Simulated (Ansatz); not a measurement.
**AlH₃MgO: one structure at several levels**

A test off equilibrium: a frame of a short trajectory is computed at several levels, and each is set against CCSD(T).

The runs use Ansatz 0.2.0, Gaussian basis; single points in def2-TZVPP.

Cores are frozen in the correlated methods. The outer core shell of Li, Na, Mg and K is correlated.

## 1. Starting geometry

SMILES `[MgH][O][AlH2]`, 6 atoms, charge 0, spin multiplicity 1.

Atoms are counted from 1 here; the program's logs count them from 0.

Bond lengths: Mg1–O2 1.838 Å, Mg1–H4 1.588 Å, O2–Al3 1.704 Å, Al3–H5 1.636 Å, Al3–H6 1.638 Å. Angles: O2–Mg1–H4 155.5°, Mg1–O2–Al3 172.8°, O2–Al3–H5 122.8°, O2–Al3–H6 118.9°, H5–Al3–H6 118.3°.

As a file:

```csv
atom,x (Å),y (Å),z (Å)
Mg1,-1.85955,-0.29705,-0.91751
O2,-0.29041,0.11299,-0.05308
Al3,1.25398,0.34019,0.63090
H4,-3.31249,-0.00859,-1.48841
H5,2.54974,0.81703,-0.24618
H6,1.45136,0.09813,2.23857
```

## 2. PBE-D4/def2-TZVPP

run/in.yaml

```yaml
crystal:
  periodic: [false, false, false]
  atoms:
    - {symbol: Mg, position_ang: [-1.859548, -0.297045, -0.917508]}
    - {symbol: O, position_ang: [-0.290410, 0.112987, -0.053078]}
    - {symbol: Al, position_ang: [1.253979, 0.340193, 0.630897]}
    - {symbol: H, position_ang: [-3.312487, -0.008587, -1.488407]}
    - {symbol: H, position_ang: [2.549741, 0.817032, -0.246181]}
    - {symbol: H, position_ang: [1.451363, 0.098133, 2.238574]}
basis:
  gaussian: {orbitals: def2-TZVPP}
hamiltonian: {xc: pbe, dispersion: d4}
output: {forces: true}
```

The run is started by

```bash
> ansatz run in.yaml --threads 2 --pin off --events-out ev --progress --plain --max-ram 3481MiB
```

## 3. r2SCAN-D4/def2-TZVPP

Changes to run/in.yaml since step 2:

```diff
@@ -11,3 +11,3 @@
   gaussian: {orbitals: def2-TZVPP}
-hamiltonian: {xc: pbe, dispersion: d4}
+hamiltonian: {xc: r2scan, dispersion: d4}
 output: {forces: true}
```

## 4. PBE0-D4/def2-TZVPP

Changes to run/in.yaml since step 3:

```diff
@@ -11,3 +11,3 @@
   gaussian: {orbitals: def2-TZVPP}
-hamiltonian: {xc: r2scan, dispersion: d4}
-output: {forces: true}
+hamiltonian: {xc: pbe0, dispersion: d4}
+output: {forces: true, orbitals: {seedname: orbitals}}
```

## 5. wB97M-V/def2-TZVPP

Changes to run/in.yaml since step 4:

```diff
@@ -11,3 +11,3 @@
   gaussian: {orbitals: def2-TZVPP}
-hamiltonian: {xc: pbe0, dispersion: d4}
-output: {forces: true, orbitals: {seedname: orbitals}}
+hamiltonian: {xc: {name: wB97M-V}}
+output: {forces: true}
```

## 6. CCSD(T)/def2-TZVPP

Changes to run/in.yaml since step 5:

```diff
@@ -11,3 +11,3 @@
   gaussian: {orbitals: def2-TZVPP}
-hamiltonian: {xc: {name: wB97M-V}}
+correlation: {method: ccsd_t}
 output: {forces: true}
```

(Steps that only read results are left out.)

**Question.** What will these runs give? Wanted: energy less free atoms, CCSD(T)/def2-TZVPP; RMS force component; RMS force error; HOMO and LUMO, PBE0-D4; T1 diagnostic.

**Answer**, as computed:

| quantity | value |
| --- | --- |
| energy less free atoms, CCSD(T)/def2-TZVPP | -1579.2 kJ/mol |
| RMS force component | 0.513 to 0.583 eV/Å over the methods |
| RMS force error | PBE-D4 0.094, r2SCAN-D4 0.055, PBE0-D4 0.074, wB97M-V 0.039 eV/Å |
| HOMO and LUMO, PBE0-D4 | -7.40 and -1.24 eV |
| T1 diagnostic | 0.013 |

**Reading.** Against CCSD(T) the functionals' energies less atoms differ by -53.7 to +10.9 kJ/mol, PBE-D4 by -18.6 kJ/mol. CCSD(T) in triple zeta still lacks some correlation energy of the bonds, so part of these gaps is its own basis error and they don't rank the functionals. On forces the order runs from wB97M-V to PBE-D4. Frozen-core CCSD(T) forces in triple zeta carry basis errors of their own, and this is one geometry, so small gaps rank nothing.
